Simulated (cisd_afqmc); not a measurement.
Input (AFQMC/CISD/aug-cc-pV(D+d)Z; cisd_afqmc is a phaseless AFQMC code with CISD trial states that reads the integrals written by Ansatz): A basis named .json is the Basis Set Exchange file of that set.

Ansatz 0.2 input:
```python
import cisd_afqmc

open("ham.yaml", "w").write("""\
crystal:
  periodic: [false, false, false]
  atoms:
    - {symbol: P, position_ang: [0.00000000, 0.00000000, -0.11565694]}
    - {symbol: H, position_ang: [1.02013000, 0.00000000, 0.86742706]}
    - {symbol: H, position_ang: [-1.02013000, 0.00000000, 0.86742706]}
basis:
  gaussian:
    orbitals: aug-cc-pV_D+d_Z.json
magnetization: {spin_polarized: true, initial_magnetization: 1}
correlation: {method: ccsd, electrons: outside_noble_gas, hamiltonian_folder: ham}
""")
rep = cisd_afqmc.ansatz("ham.yaml")
e_ccsd = rep["correlation"]["coupled_cluster"]["energy"]["hartree"]
out = cisd_afqmc.run("ham", e_ccsd, trial="CISD", walkers=200, populations=8, threads=8, dt=0.005, steps=40, early=24, settle=10, least=32,
    cut=5e-5, rank_cut=2e-4, target=0.0004, seconds=1500, seed=1, memory=12960, gpu=False)
```

Output:

```
orbitals 45, occupied [4, 3], factors 249 of 491, rank of the doubles 110 of 290
E(HF) = -341.878034
E(CCSD) on the cut factors = -342.019145, shift to the whole factors -0.000009
Energy of the trial state on the determinant = -342.019046
  tau behind 7.2 of longer steps, mean of the populations' last blocks
   2.0  -342.02369
   4.0  -342.02432
   6.0  -342.02373
   8.0  -342.02370
blocks 264 (1 outliers left out), error by blocks joined: 1: 0.00006, 2: 0.00007, 4: 0.00009, 8: 0.00011, 16: 0.00012
E(AFQMC/CISD) = -342.02382 +/- 0.00012
```

The two halves of the walk average -342.02406 and -342.02358 Eh, farther apart than the printed bar allows, so the bar may be too narrow.
